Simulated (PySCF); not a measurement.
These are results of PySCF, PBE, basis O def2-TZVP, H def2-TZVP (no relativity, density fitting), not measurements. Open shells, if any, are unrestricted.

Problem. What spin state, shape and geometry does isolated H₂O take (every ligand bound to O)?

Solution. Counting electrons, oxygen keeps 4 of its valence electrons outside its bonds, so the VSEPR class is AX2E2 and the expected shape is bent (C2v), as computed. The lowest minimum found is a singlet of C2v symmetry with O–H 0.971 Å (×2); H–O–H 104.3°. Its harmonic wavenumbers are 1584 (a1), 3693 (a1), 3801 (b2) cm⁻¹ and its dipole moment is 2.04 D.
